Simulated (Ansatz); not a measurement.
Process, species as SMILES: FCF → C atom + 2 F atom + 2 H atom
B3LYP-D3(BJ)/def2-TZVP geometries, fixed; electronic energies without zero-point terms.
Largest species:
```xyz
5

C      0.0044     0.0053     0.5043
F     -0.0170     1.1024    -0.3021
F      0.0119    -1.1085    -0.2792
H     -0.9025    -0.0002     1.1113
H      0.9218     0.0234     1.0951
```

Effect of a fitting basis named in the input at HF/def2-TZVPP with Ansatz (a quantum-chemistry and plane-wave program), against the last row, where the atomisation energy is 308.90 kcal/mol. Open shells are unrestricted. The default fits or decomposes integrals by the program's own choice; accuracy: high also tightens integrals, grids and stops.

```csv
setting,largest shift of a total energy (mEh),shift of the atomisation energy (kcal/mol)
fitting: def2-SV(P)-JKFIT,0.054,-0.037
fitting: def2-universal-JKFIT,0.054,-0.037
fitting: cc-pVTZ-JKFIT,0.051,-0.025
fitting: cc-pVQZ-JKFIT,0.013,-0.003
fitting: cc-pV5Z-JKFIT,0.004,0.003
accuracy: high,-0.003,0.001
accuracy: medium (default),0.000,0.000
```

Within 0.02 kcal/mol in the atomisation energy: fitting: cc-pVQZ-JKFIT; fitting: cc-pV5Z-JKFIT; accuracy: high. The largest shift is 0.054 mEh in a total energy and 0.037 kcal/mol in the difference.
